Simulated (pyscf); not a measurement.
A first-order saddle from PySCF, ωB97X-D3(BJ)/def2-SVP:

```xyz
8

Se    -0.4466     1.7709     0.3153
H     -0.5041     0.6686    -1.1670
H      1.0037     1.6846     0.5405
Cl    -0.7391    -0.6871    -1.7176
Hf    -0.6423    -0.8329     0.9459
Cl     1.2464    -2.1746     0.7135
Cl    -2.7165    -1.8844     0.9223
Cl    -0.4493    -0.3487     3.2161
```
Charge 0, spin multiplicity 1.

Surface: singlet, charge 0. Lowest wavenumbers (cm⁻¹): 399i, 27, 77, 92, 108.

Question: Which two sides does it connect, and which bonds change?

Answer: H₂Se (SMILES [SeH2]) + Cl–Hf(Cl)(Cl)–Cl (SMILES [Cl][Hf]([Cl])([Cl])[Cl]) <-> Cl–Hf(Cl)(Cl)–SeH (SMILES [Cl][Hf]([Cl])([Cl])[SeH]) + HCl (SMILES Cl), a four-centre exchange read from left to right: H–Se, Cl–Hf broken and Hf–Se, Cl–H formed. At ωB97M-D3(BJ)/def2-TZVP it lies +76.0 kJ/mol from the left side and +8.3 kJ/mol from the right (each side as separated species at their lowest minima found). On the reactant side the descent ends in an adduct with a Hf–Se contact, 65.9 kJ/mol under the separated species and 106.3 kJ/mol under the saddle at ωB97X-D3(BJ)/def2-TZVP. On the product side the descent ends in an adduct with a Cl–Hf contact, 35.0 kJ/mol under the separated species and 23.0 kJ/mol under the saddle at ωB97X-D3(BJ)/def2-TZVP. What is counted as formed (Hf–Se) is already present as a longer contact in the reactant adduct; forming that adduct is a step of its own. What is counted as broken (Cl–Hf) persists as a longer contact in the product adduct; parting that adduct is a step of its own. At ωB97X-D3(BJ)/def2-TZVP the barrier from the zero used here is 40.4 kJ/mol. One saddle was located; it need not be the lowest between these sides. Elements up to Kr have no core potential and no relativistic terms here. Elements past Kr carry the def2 core potentials, without spin-orbit coupling.
